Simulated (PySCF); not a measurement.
# Relaxation of singlet [SF5]+

Computed with PBE0 in PySCF with S def2-SVP, F def2-SVP; no relativity; density-fitted integrals. A (50,194) grid was used.

A hand-made trigonal bipyramidal start, of D3h symmetry, held to at least that symmetry:

```xyz
6
charge 1 multiplicity 1, angstrom
S     0.0000    0.0000    0.0000
F     0.0000    0.0000    1.6366
F     0.0000    0.0000   -1.6366
F     1.6366    0.0000    0.0000
F    -0.8183    1.4173    0.0000
F    -0.8183   -1.4173    0.0000
```

Optimiser trace:
| step | E − E(last) (kJ/mol) | largest gradient (Eh/bohr) |
| --- | --- | --- |
| 0 | 91.53 | 0.06861 |
| 1 | 0.45 | 0.00809 |
| 2 | 0.08 | 0.00356 |
| 3 | 0.00 | 0.00027 |
| 4 | 0.00 | 0.00016 |

It ends at D3h with S–F 1.528 Å (×3), S–F 1.549 Å (×2); F–S–F 90.0° (×6), F–S–F 120.0° (×3), F–S–F 180.0°. A frequency run shows a minimum. Other isomers or separated fragments may lie lower.

The relaxation took of the order of 40 core-seconds on a shared host.
